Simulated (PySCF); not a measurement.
**Solver options tried on BH**

Aim: find out which solver settings change the answer for BH.

Program: PySCF 2.14.0. Level of theory: each script names its method and basis. These are calculated values, not measurements.

2 further runs of the same task are left out: 2 that didn't finish.

### Step 1. Where the work starts

BH: 2 atoms, charge 0, spin multiplicity 1.

Bond lengths: B1–H2 1.022 Å.

### Step 2. The run that the others are compared with

File input.py:

```python
from pyscf import gto, scf, cc

mol = gto.M(
    atom='B 0 0 0; H 0 0 1.022',
    basis='6-311g**',
    charge=0,
    spin=0,
    verbose=3,
)
mf = scf.UHF(mol)
mf.kernel()
mycc = cc.CCSD(mf, frozen=1)
mycc.kernel()
e = mycc.ipccsd(nroots=4)[0]
print('roots (eV) =', (e*27.211386).round(3))
mf.dip_moment()
print('orbital energies (hartree):', [e[max(0, n-3):n+3].round(4) for e, n in zip(mf.mo_energy, mol.nelec)])
```

Command:

```console
OMP_NUM_THREADS=1 python input.py
```

The log of this run is left out.

In short: E(SCF) = -25.105099 Eh, E(CCSD) − E(SCF) = -0.08895 Eh, μ = 2.24 D, ionisation roots 9.528, 9.528, 13.766, 13.766 eV.

The bond length is a typed value, not an optimised one.

### Step 3. DIIS space 4

Edit 1 changes DIIS space: default → 4.

Changes to input.py since step 2:

```diff
@@ -10,2 +10,3 @@
 mf = scf.UHF(mol)
+mf.diis_space = 4
 mf.kernel()
```

Command:

```console
OMP_NUM_THREADS=1 python input.py
```

Log:

```text
converged SCF energy = -25.1050989016331  <S^2> = 3.9580783e-11  2S+1 = 1
E(UCCSD) = -25.19405287393638  E_corr = -0.08895397230330959
roots (eV) = [ 9.528  9.528 13.766 13.766]
Dipole moment(X, Y, Z, Debye): -0.00000,  0.00000,  2.23841
orbital energies (hartree): [array([-7.656 , -0.7069, -0.3394,  0.062 ,  0.062 ,  0.2165]), array([-7.656 , -0.7069, -0.3394,  0.062 ,  0.062 ,  0.2165])]
```

Wall time 0.96 s (1 thread of Arm Neoverse V1, shared host).

Outcome: E(SCF) = -25.105099 Eh (no change), E(CCSD) − E(SCF) = -0.08895 Eh, μ = 2.24 D, ionisation roots 9.528, 9.528, 13.766, 13.766 eV.

### Step 4. Second-order solver on

Edit 2 changes second-order solver: off → on.

Changes to input.py since step 2:

```diff
@@ -10,2 +10,3 @@
 mf = scf.UHF(mol)
+mf = mf.newton()
 mf.kernel()
```

Command:

```console
OMP_NUM_THREADS=1 python input.py
```

Log:

```text
converged SCF energy = -25.1050989016191  <S^2> = 1.9755753e-11  2S+1 = 1
E(UCCSD) = -25.19405288035173  E_corr = -0.08895397873264958
roots (eV) = [ 9.528  9.528 13.766 13.766]
Dipole moment(X, Y, Z, Debye): -0.00000,  0.00000,  2.23841
orbital energies (hartree): [array([-7.656 , -0.7069, -0.3394,  0.062 ,  0.062 ,  0.2165]), array([-7.656 , -0.7069, -0.3394,  0.062 ,  0.062 ,  0.2165])]
```

Wall time 1.1 s (1 thread of Arm Neoverse V1, shared host).

Result: E(SCF) = -25.105099 Eh (no change), E(CCSD) − E(SCF) = -0.08895 Eh, μ = 2.24 D, ionisation roots 9.528, 9.528, 13.766, 13.766 eV.

### Step 5. Comparison

```tsv
run	E(SCF) (hartree)	from base (eV)	gap (eV)	SCF dipole (D)	after the SCF
base	-25.105099	0	10.92	2.24	CCSD correlation -2.421 eV, core frozen, first root 9.53 eV
DIIS space 4	-25.105099	0.0000	10.92	2.24	CCSD correlation -2.421 eV, core frozen, first root 9.53 eV
second-order solver on	-25.105099	0.0000	10.92	2.24	CCSD correlation -2.421 eV, core frozen, first root 9.53 eV
```

Wall time on 1 thread of Arm Neoverse V1, shared host, start-up included: base 1 s; DIIS space 4 0.96 s; second-order solver on 1.1 s.

What this shows: No change of the SCF energy comes from DIIS space 4 or second-order solver on.
